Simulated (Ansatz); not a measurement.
Ideal-gas functions of CHClF2O (`OC(F)(F)Cl`) at 400 K and 1 bar, from an Ansatz frequency run at PBE0-D4/def2-TZVP.

Molar mass 102.47 g/mol, point group Cs (symmetry number 1), electronic degeneracy 1, moments of inertia 88.165, 152.367, 153.21 u Å². Harmonic wavenumbers (cm⁻¹, unscaled): 237, 354, 358, 472, 571, 574, 764, 1006, 1141, 1256, 1362, 3802.

Use S(trans) = R[1.5 ln M + 2.5 ln T − 1.1517]; rotational temperatures θ = 24.2544 K / I; S(rot) = R[ln(√π/σ · √(T³/θAθBθC)) + 1.5]; for each mode x = 1.438777 ν̃/T, S = R[x/(eˣ − 1) − ln(1 − e⁻ˣ)] and H = RT x/(eˣ − 1); 1 cm⁻¹ = 0.0119627 kJ/mol; R = 8.31446 J/(mol·K).

Problem. By hand: the entropy, in J/(mol·K).

Solution. Translation 172.7. Rotation: θ = 0.2751, 0.1592, 0.1583 K, giving 112.6. Vibration, mode by mode: 9.89, 6.85, 6.76, 4.85, 3.65, 3.62, 2.11, 1.06, 0.71, 0.51, 0.37, 0.00, in all 40.4. Electronic 0.0. Sum 325.7 J/(mol·K).

Problem. By hand: H − E and G − E in kJ/mol, counted from the electronic energy.

Solution. Zero-point energy ½ × 11897 × 0.0119627 = 71.2; thermal vibration 10.1; translation, rotation and pV give 4 RT = 13.3. H − E = 94.6 kJ/mol, and G − E = 94.6 − 400 × 325.7/1000 = -35.7 kJ/mol.

Vibration gives 12 % of the entropy. The sum counts one conformer and one mirror image; others add a mixing term.
